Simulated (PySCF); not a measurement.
C3H5O2 (doublet state).
Geometry (GFN2-xTB, Å), atoms numbered from 1 in this order:
```
atom  x, y, z in Å
C1     1.9966    0.2143    0.1136
O2     0.7296    0.4576    0.4641
C3    -0.2650   -0.3712    0.0478
C4    -1.5940    0.1023    0.5625
O5    -0.0630   -1.3420   -0.6394
H6     2.2287   -0.6372   -0.4983
H7     2.7178    0.9127    0.4830
H8    -1.7864    1.1126    0.2082
H9    -2.3745   -0.5669    0.2145
H10   -1.5810    0.1223    1.6502
```

The hyperfine couplings belong to this conformer and change with its torsions.

The species is `[CH2]OC(C)=O` [radical].

The calculation used UKS B3LYP, pcH-1 on C H O, non-relativistic, mean-field spin-orbit, GIAO (PySCF). Geometry: GFN2-xTB, one conformer, isolated molecule. The geometry wasn't refined by DFT: couplings that depend on bond lengths, twists or pyramidal angles can differ widely from those at the functional's own minimum. No stability test was run, so a lower SCF solution isn't excluded.

The largest Mulliken spin population is on C1 (+0.97). The angles at C1 add up to 360.0°, so it is planar; its axial dipolar tensor and the negative couplings of its protons fit spin in a p orbital normal to that plane.

(1) Find Q in a(H) = Q·ρ(C) for the protons on the planar carbons that carry spin.

Results:

(1) 
```csv
H,C,ρ(C),a(H) (G),a/ρ (G)
H6,C1,+0.972,-23.63,-24.3
H7,C1,+0.972,-23.51,-24.2
```

These protons share one ρ (within 0.01), so their mean ratio, Q = -24.3 G, is no test of linearity. In McConnell's picture π spin on carbon polarises the C–H bond and leaves opposite spin at the proton, which makes Q negative, as found here.

Couplings in gauss use g_iso = 2.0029.
